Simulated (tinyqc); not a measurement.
Pariser-Parr-Pople SCF with singles CI, for the molecule C=CC=CC=C (SMILES; centres numbered as the heavy atoms are written), step by step. One step of it, computed by the program tinyqc.

Question. Singles CI, triplets. Over the 4 single excitations with the smallest orbital gaps: A = (e_a - e_i) delta - (ij|ab), with (pq|rs) = sum c_mp c_mq gamma_mn c_nr c_ns.

orbital energies (eV): -12.933595  -11.296605  -8.823211  -2.366789  0.106605  1.743595

coefficients:
```
         MO1        MO2        MO3        MO4        MO5        MO6
1C  0.248360   0.444699   0.490469   0.490469  -0.444699   0.248360
2C  0.412989   0.513492   0.256447  -0.256447   0.513492  -0.412989
3C  0.517452   0.196388  -0.440085  -0.440085  -0.196388   0.517452
4C  0.517452  -0.196388  -0.440085   0.440085  -0.196388  -0.517452
5C  0.412989  -0.513492   0.256447   0.256447   0.513492   0.412989
6C  0.248360  -0.444699   0.490469  -0.490469  -0.444699  -0.248360
```

repulsion gamma_rs (eV), lower triangle:
```
           1C         2C         3C         4C         5C         6C
1C  11.130000
2C   5.345851  11.130000
3C   3.872028   5.344054  11.130000
4C   2.881228   3.872028   5.345851  11.130000
5C   2.343688   2.880636   3.872028   5.344054  11.130000
6C   1.946853   2.343688   2.881228   3.872028   5.345851  11.130000
```

Give: triplet CI matrix; triplet excitation energies.

Answer.

triplet CI matrix (eV), lower triangle:
```
        3>4     2>4     3>5     3>6
3>4  1.3710
2>4  0.0000  4.1474
3>5  0.0000  1.4494  4.1474
3>6  0.2959  0.0000  0.0000  5.4974
```

triplet excitation energies (eV): 1.3499  2.6980  5.5186  5.5969
